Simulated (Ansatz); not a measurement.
**AlBClH2 with multiplicity 2: molecular dynamics**

The plan is to follow the molecule's vibrations and see whether its bonds hold. The start is relaxed first. Runs: 600 steps of 0.5 fs at constant energy, with velocities drawn for 300 K. SMILES of the start: [AlH][BH]Cl.

Method: UHF/STO-3G, in Ansatz 0.2.0.

### Step 1. The structure to begin with

Bond lengths: Al1–B2 1.990 Å, B2–Cl3 1.798 Å, Al1–H4 1.611 Å, B2–H5 1.182 Å. Angles: Al1–B2–Cl3 103.9°, Al1–B2–H5 120.7°, Cl3–B2–H5 115.0°, B2–Al1–H4 174.8°.

Coordinates:

```xyz
5

Al   -0.8738    0.3099   -0.6277
B     0.9460   -0.1363    0.0432
Cl    0.6660   -1.5158    1.1621
H    -2.3974    0.6331   -1.0384
H     1.6593    0.7091    0.4608
```

### Step 2. Relaxing the start

input.yaml reads:

```yaml
crystal:
  periodic: [false, false, false]
  atoms:
    - { symbol: Al, position_ang: [-0.87382, 0.30988, -0.62766] }
    - { symbol: B, position_ang: [0.94598, -0.13633, 0.0432] }
    - { symbol: Cl, position_ang: [0.66601, -1.51578, 1.1621] }
    - { symbol: H, position_ang: [-2.39743, 0.63313, -1.03842] }
    - { symbol: H, position_ang: [1.65927, 0.7091, 0.46078] }
magnetization:
  spin_polarized: true
  initial_magnetization: 1
basis:
  gaussian: { orbitals: STO-3G }
hamiltonian:
  xc: hf
relax:
  f_tol: 0.02
  max_steps: 40
```

Launch:

```bash
ansatz run input.yaml --threads 1 --pin off --max-ram 2048MiB --backend cpu --events-out ev --progress --plain --runs-dir out
```

What it wrote, shortened:

```text
Warning: RAYON_NUM_THREADS=1 ignored (pool sized by the plan → 1); use --threads N
[...]
Functional definition: HF
[...]
316 factors; integrals over basis functions are off by at most 3.3e-5 eV
[...]
mean field -19566.73287236 eV, -719.0641702513 hartree, gradient 3.0e-5 eV, S^2 0.770246; 0 other end points of the search recorded, 0 dependent functions left out
[...]
reference -19566.73287236 eV, -719.0641702513 hartree; 19, 18 occupied and 6, 7 virtual orbitals, 316 factors
relax step   1: F+E_penalty+E_count = -19566.73287236 eV  Δ(F+E_penalty+E_count) = +0.000e0 eV  max|allowed force component| = 2.456e0 eV/Å  Δτ_max = 0.0000 Å  (35 SCF iters, accepted)
[...]
relax step   4: F+E_penalty+E_count = -19567.16090283 eV  Δ(F+E_penalty+E_count) = -2.295e-2 eV  max|allowed force component| = 4.061e-1 eV/Å  Δτ_max = 0.0818 Å  (34 SCF iters, accepted)
[...]
relax step   7: F+E_penalty+E_count = -19567.27461571 eV  Δ(F+E_penalty+E_count) = -8.011e-2 eV  max|allowed force component| = 1.254e0 eV/Å  Δτ_max = 0.1955 Å  (41 SCF iters, accepted)
[...]
relax step  10: F+E_penalty+E_count = -19567.39689938 eV  Δ(F+E_penalty+E_count) = -3.373e-2 eV  max|allowed force component| = 2.041e-1 eV/Å  Δτ_max = 0.0618 Å  (34 SCF iters, accepted)
[...]
relax step  13: F+E_penalty+E_count = -19567.40343074 eV  Δ(F+E_penalty+E_count) = +5.712e-4 eV  max|allowed force component| = 4.192e-2 eV/Å  Δτ_max = 0.0280 Å  (27 SCF iters, rejected (line search))
[...]
relax step  14: F+E_penalty+E_count = -19567.40411225 eV  Δ(F+E_penalty+E_count) = -1.103e-4 eV  max|allowed force component| = 8.542e-3 eV/Å  Δτ_max = 0.0084 Å  (29 SCF iters, accepted)
316 factors; integrals over basis functions are off by at most 3.8e-5 eV
[...]
mean field -19567.40411225 eV, -719.0888378622 hartree, gradient 3.5e-5 eV, S^2 0.786056; 1 other end points of the search recorded, 0 dependent functions left out
[...]
reference -19567.40411225 eV, -719.0888378622 hartree; 19, 18 occupied and 6, 7 virtual orbitals, 316 factors
Total energy: -19567.40411225 eV, -719.0888378622 hartree
Atom 0 at    -1.253592     0.681855    -0.042613 Å, force     0.000604    -0.003579     0.002764 eV/Å
Atom 1 at     0.610636    -0.037345     0.263644 Å, force     0.004275     0.008316    -0.007249 eV/Å
Atom 2 at     0.901241    -1.635872     1.057012 Å, force    -0.001336     0.004159    -0.000778 eV/Å
Atom 3 at    -1.856507     0.429126    -1.384251 Å, force     0.001000    -0.000354     0.000576 eV/Å
Atom 4 at     1.598231     0.562236     0.106208 Å, force    -0.004542    -0.008542     0.004687 eV/Å
Dipole moment:    -0.495176     0.653708    -0.021944 e Å
```

Run time: 7 s. Hardware: 1 thread of Arm Neoverse V1, shared host; peak memory 0.1 GiB.

The steps of the relaxation:

| step | energy from step 1 (eV) | largest force component (eV/Å) |
| --- | --- | --- |
| 1 | 0.0000 | 2.4556 |
| 2 | -0.3164 | 1.3117 |
| 3 | -0.4051 | 0.4100 |
| 4 | -0.4280 | 0.4061 |
| 5 | -0.4412 | 0.3310 |
| 6 | -0.4616 | 0.2475 |
| 7 | -0.5417 | 1.2541 |
| 8 | -0.5721 | 1.6148 |
| 9 | -0.6303 | 0.7055 |
| 10 | -0.6640 | 0.2041 |
| 11 | -0.6701 | 0.1273 |
| 12 | -0.6711 | 0.0215 |
| 13x | -0.6706 | 0.0419 |
| 14 | -0.6712 | 0.0085 |

Step 1 is the start. 1 step was tried and not accepted (marked x).

After: Bond lengths: Al1–B2 2.021 Å, B2–Cl3 1.808 Å, Al1–H4 1.492 Å, B2–H5 1.166 Å. Angles: Al1–B2–Cl3 122.0°, Al1–B2–H5 125.3°, Cl3–B2–H5 112.2°, B2–Al1–H4 116.6°.

### Step 3. The run

600 steps of 0.5 fs at constant energy, with velocities drawn for 300 K, from the relaxed start.

input.yaml reads:

```yaml
crystal:
  periodic: [false, false, false]
  atoms:
    - { symbol: Al, position_ang: [-1.253592, 0.681855, -0.042613] }
    - { symbol: B, position_ang: [0.610636, -0.037345, 0.263644] }
    - { symbol: Cl, position_ang: [0.901241, -1.635872, 1.057012] }
    - { symbol: H, position_ang: [-1.856507, 0.429126, -1.384251] }
    - { symbol: H, position_ang: [1.598231, 0.562236, 0.106208] }
magnetization:
  spin_polarized: true
  initial_magnetization: 1
basis:
  gaussian: { orbitals: STO-3G }
hamiltonian:
  xc: hf
md:
  timestep: 0.5
  n_steps: 600
  ensemble: nve
  temperature: 300.0
  initial_velocities: maxwell_boltzmann
  seed: 303906
```

Launch:

```bash
ansatz run input.yaml --threads 1 --pin off --max-ram 2048MiB --backend cpu --events-out ev --progress --plain --runs-dir out
```

What it wrote, shortened:

```text
Warning: RAYON_NUM_THREADS=1 ignored (pool sized by the plan → 1); use --threads N
[...]
[... 1 set-up line as earlier in the session ...]
[...]
317 factors; integrals over basis functions are off by at most 2.0e-5 eV
[...]
mean field -19567.40412351 eV, -719.0888382762 hartree, gradient 1.7e-5 eV, S^2 0.786056; 0 other end points of the search recorded, 0 dependent functions left out
[...]
reference -19567.40412351 eV, -719.0888382762 hartree; 19, 18 occupied and 6, 7 virtual orbitals, 317 factors
md step     0: t =     0.00 fs  T =   300.0 K  F+E_penalty+E_count = -19567.40412351 eV  E_kin = 0.116334 eV  conserved = -19567.28778951 eV  (34 SCF iters)
[...]
md step    20: t =    10.00 fs  T =   216.0 K  F+E_penalty+E_count = -19567.37130242 eV  E_kin = 0.083752 eV  conserved = -19567.28755027 eV  (28 SCF iters)
[...]
md step    40: t =    20.00 fs  T =   174.5 K  F+E_penalty+E_count = -19567.35493660 eV  E_kin = 0.067686 eV  conserved = -19567.28725100 eV  (29 SCF iters)
[...]
md step    60: t =    30.00 fs  T =   139.9 K  F+E_penalty+E_count = -19567.34117825 eV  E_kin = 0.054240 eV  conserved = -19567.28693800 eV  (53 SCF iters)
[...]
md step    80: t =    40.00 fs  T =   118.6 K  F+E_penalty+E_count = -19567.33261407 eV  E_kin = 0.045977 eV  conserved = -19567.28663733 eV  (28 SCF iters)
md step    81: t =    40.50 fs  T =   161.9 K  F+E_penalty+E_count = -19567.34980898 eV  E_kin = 0.062799 eV  conserved = -19567.28700986 eV  (30 SCF iters)
md step    82: t =    41.00 fs  T =   201.7 K  F+E_penalty+E_count = -19567.36561475 eV  E_kin = 0.078209 eV  conserved = -19567.28740565 eV  (28 SCF iters)
```

### Step 4. More of the same log: dynamics from the start

Output, continued, shortened:

```text
md step    83: t =    41.50 fs  T =   222.5 K  F+E_penalty+E_count = -19567.37396969 eV  E_kin = 0.086266 eV  conserved = -19567.28770381 eV  (28 SCF iters)
[...]
md step   108: t =    54.00 fs  T =   125.8 K  F+E_penalty+E_count = -19567.33527618 eV  E_kin = 0.048772 eV  conserved = -19567.28650466 eV  (29 SCF iters)
[...]
md step   133: t =    66.50 fs  T =   202.7 K  F+E_penalty+E_count = -19567.36583940 eV  E_kin = 0.078610 eV  conserved = -19567.28722930 eV  (30 SCF iters)
[...]
md step   158: t =    79.00 fs  T =   185.1 K  F+E_penalty+E_count = -19567.35891853 eV  E_kin = 0.071765 eV  conserved = -19567.28715325 eV  (29 SCF iters)
[...]
md step   183: t =    91.50 fs  T =    92.7 K  F+E_penalty+E_count = -19567.32224521 eV  E_kin = 0.035933 eV  conserved = -19567.28631202 eV  (29 SCF iters)
md step   184: t =    92.00 fs  T =   114.6 K  F+E_penalty+E_count = -19567.33095432 eV  E_kin = 0.044453 eV  conserved = -19567.28650148 eV  (29 SCF iters)
md step   185: t =    92.50 fs  T =   153.0 K  F+E_penalty+E_count = -19567.34617701 eV  E_kin = 0.059349 eV  conserved = -19567.28682775 eV  (29 SCF iters)
```

### Step 5. The output, continued: dynamics from the start

Output, continued, shortened:

```text
md step   186: t =    93.00 fs  T =   194.9 K  F+E_penalty+E_count = -19567.36279309 eV  E_kin = 0.075572 eV  conserved = -19567.28722123 eV  (28 SCF iters)
[...]
md step   207: t =   103.50 fs  T =   241.7 K  F+E_penalty+E_count = -19567.38099775 eV  E_kin = 0.093709 eV  conserved = -19567.28728856 eV  (28 SCF iters)
[...]
md step   228: t =   114.00 fs  T =   186.0 K  F+E_penalty+E_count = -19567.35943088 eV  E_kin = 0.072130 eV  conserved = -19567.28730108 eV  (29 SCF iters)
[...]
md step   249: t =   124.50 fs  T =   183.4 K  F+E_penalty+E_count = -19567.35845964 eV  E_kin = 0.071138 eV  conserved = -19567.28732186 eV  (31 SCF iters)
[...]
md step   599: t =   299.50 fs  T =    97.8 K  F+E_penalty+E_count = -19567.32425206 eV  E_kin = 0.037930 eV  conserved = -19567.28632239 eV  (28 SCF iters)
[...]
md step   600: t =   300.00 fs  T =    87.4 K  F+E_penalty+E_count = -19567.32016172 eV  E_kin = 0.033873 eV  conserved = -19567.28628830 eV  (53 SCF iters)
Total energy: -19567.32016172 eV, -719.0857527372 hartree
Atom 0 at    -1.237659     0.657709    -0.030673 Å, force     0.006248     0.062754    -0.000040 eV/Å
Atom 1 at     0.641078    -0.026045     0.266593 Å, force     1.382022     1.508838    -0.550395 eV/Å
Atom 2 at     0.877408    -1.619326     1.046566 Å, force     0.262621    -0.407142     0.227118 eV/Å
Atom 3 at    -1.850911     0.319647    -1.346582 Å, force    -0.035809     0.011447    -0.046919 eV/Å
Atom 4 at     1.677867     0.614957     0.084691 Å, force    -1.615082    -1.175897     0.370237 eV/Å
Dipole moment:    -0.472069     0.640316    -0.008097 e Å
```

Run time: 2.2 min. Hardware: 1 thread of Arm Neoverse V1, shared host; peak memory 0.07 GiB.

### Step 6. What the atoms did

The trajectory, every 24 steps (energies from step 0):

| time (fs) | T (K) | potential energy change (meV/atom) | total energy change (meV/atom) |
| --- | --- | --- | --- |
| 0.0 | 300 | 0.0 | 0.00 |
| 12.0 | 137 | 12.9 | 0.23 |
| 24.0 | 119 | 14.3 | 0.25 |
| 36.0 | 267 | 2.6 | -0.01 |
| 48.0 | 132 | 13.2 | 0.18 |
| 60.0 | 32 | 21.1 | 0.31 |
| 72.0 | 164 | 10.7 | 0.15 |
| 84.0 | 197 | 8.0 | 0.03 |
| 96.0 | 40 | 20.5 | 0.33 |
| 108.0 | 128 | 13.5 | 0.17 |
| 120.0 | 216 | 6.6 | 0.04 |
| 132.0 | 89 | 16.6 | 0.26 |
| 144.0 | 96 | 16.1 | 0.27 |
| 156.0 | 259 | 3.2 | 0.04 |
| 168.0 | 206 | 7.4 | 0.11 |
| 180.0 | 100 | 15.9 | 0.33 |
| 192.0 | 240 | 4.7 | 0.03 |
| 204.0 | 191 | 8.6 | 0.10 |
| 216.0 | 35 | 20.9 | 0.30 |
| 228.0 | 110 | 15.0 | 0.22 |
| 240.0 | 207 | 7.3 | 0.02 |
| 252.0 | 76 | 17.6 | 0.23 |
| 264.0 | 94 | 16.2 | 0.29 |
| 276.0 | 220 | 6.2 | 0.02 |
| 288.0 | 127 | 13.6 | 0.18 |
| 300.0 | 87 | 16.8 | 0.30 |

time (fs), T (K) and a bar:
```
      0.0        300 ##############################
     13.0        102 ###
     26.0        246 #######################
     39.0         76 
     52.0        270 ##########################
     65.0        113 #####
     78.5        231 #####################
     91.5         93 ##
    104.5        286 ############################
    117.5         85 #
    130.5        237 ######################
    143.5         78 
    156.5        278 ###########################
    169.5        112 #####
    182.5        246 #######################
    195.5         94 ##
    208.5        274 ##########################
    221.5         76 
    235.0        229 ####################
    248.0         80 #
    261.0        278 ###########################
    274.0         88 ##
    287.0        224 ####################
    300.0         87 ##
```

Maxima of the velocity power spectrum (cm⁻¹, relative height; resolution about 220 cm⁻¹): 500 (8), 950 (18), 1280 (36), 3200 (100).

### Step 7. Positions and forces

Positions (Å) and forces (eV/Å):

```xyz
5
time_fs=37.5 T=181 dE=0.0470
Al   -1.261    0.700   -0.052   -0.303    0.066    0.019
B     0.565   -0.057    0.262    1.700    0.503   -0.031
Cl    0.921   -1.648    1.065   -0.158    0.232   -0.133
H    -1.857    0.535   -1.409   -0.003   -0.020   -0.029
H     1.579    0.591    0.106   -1.237   -0.780    0.174
5
time_fs=75.0 T=108 dE=0.0760
Al   -1.262    0.690   -0.044    0.197   -0.113    0.039
B     0.614   -0.028    0.260   -2.087   -1.390    0.501
Cl    0.907   -1.645    1.062    0.045    0.597   -0.270
H    -1.796    0.441   -1.413   -0.090    0.011   -0.036
H     1.528    0.568    0.050    1.934    0.895   -0.235
5
time_fs=112.5 T=41 dE=0.1020
Al   -1.235    0.660   -0.035   -0.508    0.264    0.007
B     0.620    0.006    0.243    2.480   -0.099    0.444
Cl    0.883   -1.631    1.054   -0.181    0.604   -0.327
H    -1.935    0.361   -1.313    0.005   -0.014   -0.094
H     1.692    0.602    0.175   -1.796   -0.755   -0.030
5
time_fs=150.0 T=134 dE=0.0649
Al   -1.241    0.662   -0.030   -0.015    0.014   -0.030
B     0.639   -0.009    0.260   -1.507   -0.784    0.258
Cl    0.882   -1.628    1.051    0.295    0.413   -0.153
H    -1.774    0.338   -1.383   -0.138    0.029   -0.055
H     1.556    0.607    0.019    1.366    0.328   -0.019
5
time_fs=187.5 T=194 dE=0.0414
Al   -1.252    0.689   -0.049   -0.463    0.193    0.067
B     0.578   -0.027    0.249    1.250   -0.832    0.548
Cl    0.912   -1.646    1.064   -0.366    0.568   -0.340
H    -1.916    0.490   -1.364   -0.010   -0.031   -0.115
H     1.594    0.556    0.173   -0.410    0.103   -0.160
5
time_fs=225.0 T=160 dE=0.0548
Al   -1.274    0.705   -0.051    0.348   -0.224    0.101
B     0.597   -0.054    0.270    0.226    0.798   -0.351
Cl    0.920   -1.651    1.066    0.125    0.367   -0.150
H    -1.777    0.486   -1.437   -0.094    0.008   -0.047
H     1.557    0.619    0.013   -0.605   -0.949    0.447
5
time_fs=262.5 T=146 dE=0.0609
Al   -1.247    0.676   -0.042   -0.174    0.131    0.085
B     0.607   -0.028    0.254   -1.195   -1.362    0.416
Cl    0.899   -1.634    1.057   -0.180    0.077   -0.081
H    -1.895    0.454   -1.362   -0.015   -0.034   -0.107
H     1.573    0.519    0.161    1.564    1.189   -0.312
5
time_fs=300.0 T=87 dE=0.0840
Al   -1.238    0.658   -0.031    0.006    0.063    0.000
B     0.641   -0.026    0.267    1.382    1.509   -0.550
Cl    0.877   -1.619    1.047    0.263   -0.407    0.227
H    -1.851    0.320   -1.347   -0.036    0.011   -0.047
H     1.678    0.615    0.085   -1.615   -1.176    0.370
```

### Step 8. Summary of results

| quantity | value |
| --- | --- |
| relaxation of the start | 12 moves, 0.671 eV lower |
| length | 600 steps of 0.5 fs |
| temperature, first and last step | 300 and 87 K |
| temperature, second half | mean 152 K, from 16 to 284 K |
| potential energy, second half | +12 meV/atom from the start |
| largest change of the total energy | 0.36 meV/atom |
| bonds formed or broken | 0 |

What this shows: The temperature starts at 300 K and averages 152 K in the second half, where it ranges from 16 to 284 K. About half is expected from a start at a minimum: kinetic energy passes into potential energy until both shares match. The total energy strays from its start by at most 0.36 meV/atom, 3.1 % of the mean kinetic energy, fair for a step of 0.5 fs. The bonding pattern survives the run. Averages from a run of 300 fs with 5 atoms are rough. The nuclei move classically, without zero-point motion, which matters most for hydrogen. The basis is very small, so the numbers are rough.
